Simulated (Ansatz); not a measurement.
**H₃O− (triplet): wave-function methods side by side at a displaced geometry (v1), aug-cc-pVDZ**

How much of the correlation energy of H₃O− (triplet) does each wave-function method recover here?

Program: Ansatz 0.2.0, Gaussian basis. Level of theory: aug-cc-pVDZ, core rule «outside noble gas», up to 1 orbitals frozen. These are calculated values, not measurements.

The runs, in order: UHF; CCSD(T) on ROHF; CCSD(T) on UHF; BCCD(T) on ROHF; CISD; CCSDT(Q) on ROHF; CCSDT(Q) on UHF; CASSCF and MRCISD+Q, 10 electrons in 7 orbitals; CASSCF and MRCISD+Q(relaxed), 10 electrons in 7 orbitals; CASSCF and NEVPT2, 10 electrons in 7 orbitals.

25 further runs of the same task are left out: 2 for a known fault of the program, 9 that didn't finish, 14 set aside as unsound or not needed.

### Step 1. What is computed

The geometry is a PBE0/def2-TZVPD stationary point (not a proven minimum) with its atoms shifted at random (size 0.040 Å).

4 atoms, charge -1, spin multiplicity 3.

Atoms are counted from 1 here; the program's logs count them from 0.

Bond lengths: O1–H2 0.979 Å, O1–H3 0.969 Å, O1–H4 1.095 Å. Angles: H2–O1–H3 107.3°, H2–O1–H4 105.5°, H3–O1–H4 114.9°.

### Step 2. UHF

Contents of in.yaml:

```yaml
crystal:
  periodic: [false, false, false]
  atoms:
    - {symbol: O, position_ang: [0.054404, -0.002738, 0.004709]}
    - {symbol: H, position_ang: [-0.277676, 0.917826, -0.006442]}
    - {symbol: H, position_ang: [-0.241562, -0.405778, 0.834680]}
    - {symbol: H, position_ang: [-0.344340, -0.468589, -0.902992]}
basis:
  gaussian: {orbitals: aug-cc-pVDZ}
total_charge: -1
magnetization: {spin_polarized: true, initial_magnetization: 2}
hamiltonian: {xc: hf}
output: {orbitals: {seedname: orbitals}}
```

Launch:

```bash
ansatz run in.yaml --threads 1 --pin off --events-out ev --progress --plain --max-ram 2393MiB
```

After this run come: CCSD(T) on ROHF; CCSD(T) on UHF; BCCD(T) on ROHF; CISD; CCSDT(Q) on ROHF; CCSDT(Q) on UHF; CASSCF and MRCISD+Q, 10 electrons in 7 orbitals; CASSCF and MRCISD+Q(relaxed), 10 electrons in 7 orbitals; CASSCF and NEVPT2, 10 electrons in 7 orbitals.

Q: Predict the results of all the runs planned. Wanted: UCCSDT(Q) below the RHF energy; RMP2 from UCCSDT(Q); UMP2 from UCCSDT(Q); RCCSD from UCCSDT(Q); RCCSD(T) from UCCSDT(Q); UCCSD(T) from UCCSDT(Q); RCCSDT(Q) from UCCSDT(Q); NEVPT2 valence from UCCSDT(Q); MRCISD+Q valence from UCCSDT(Q).

**Answer**, as computed:

| quantity | value |
| --- | --- |
| UCCSDT(Q) below the RHF energy | -6.8542 eV |
| RMP2 from UCCSDT(Q) | +48.0 kJ/mol |
| UMP2 from UCCSDT(Q) | +47.8 kJ/mol |
| RCCSD from UCCSDT(Q) | +19.3 kJ/mol |
| RCCSD(T) from UCCSDT(Q) | +2.4 kJ/mol |
| UCCSD(T) from UCCSDT(Q) | +2.4 kJ/mol |
| RCCSDT(Q) from UCCSDT(Q) | 0.0 kJ/mol |
| NEVPT2 valence from UCCSDT(Q) | +113.0 kJ/mol |
| MRCISD+Q valence from UCCSDT(Q) | +10.2 kJ/mol |
| MRCISD+Q(relaxed) valence from UCCSDT(Q) | +7.6 kJ/mol |
| levels within 1 kcal/mol (43 meV) | RCCSD(T), UCCSD(T), BCCD(T), RCCSDT, UCCSDT, RCCSDT(Q) |
| T1 diagnostic | 0.022 |
| effectively unpaired electrons | 2.00 |

**Reading.** RCCSD(T) misses by +2.4 kJ/mol, 0.4 % of the correlation energy. One determinant dominates. Of the multireference levels listed MRCISD+Q(relaxed) valence comes nearest in total energy (+7.6 kJ/mol), which doesn't show that its space is the better one. These misses are within one basis, not against nature; the frozen cores of restricted and unrestricted runs differ, which can shift their rows. The highest orbital lies above zero: the basis alone holds the extra electron.
